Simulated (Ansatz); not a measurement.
Reaction (SMILES): O=C (CH2-O) → O=[CH-] + H+
B3LYP-D3(BJ)/def2-TZVP geometries, fixed; electronic energies without zero-point terms.
Largest species:
```
C
O 1 1.1989
H 1 1.1075 2 122.05
H 1 1.1075 3 115.91 2 180.00
```

The deprotonation energy at MP2 with Ansatz (a program for electronic structure), in kcal/mol, split into its Hartree-Fock and correlation parts. Cores are frozen. No added dispersion term, no relativity. Functions are those of the species that has most. These sets lack the diffuse functions that anions need.

```
basis    X  functions  Hartree-Fock     MP2
-------  -  ---------  ------------  ------
cc-pVDZ  2         38        420.60  422.70
cc-pVTZ  3         88        415.70  414.49
cc-pVQZ  4        170        412.98  409.92
```

Worked estimate of the basis-set limit from each neighbouring pair, with Hartree-Fock from the larger set and the correlation part extrapolated as X^-3.
Correlation parts: X = 2: 2.10, X = 3: -1.21, X = 4: -3.06.
- (2,3): (27·(-1.21) - 8·(2.10))/19 = -2.60; with Hartree-Fock 415.70 the estimate is 413.10 kcal/mol.
- (3,4): (64·(-3.06) - 27·(-1.21))/37 = -4.41; with Hartree-Fock 412.98 the estimate is 408.57 kcal/mol.
The last two estimates differ by 4.53 kcal/mol; the largest set lies 1.35 from the last. Over the last step Hartree-Fock moves by -2.72 and the correlation part by -1.85.
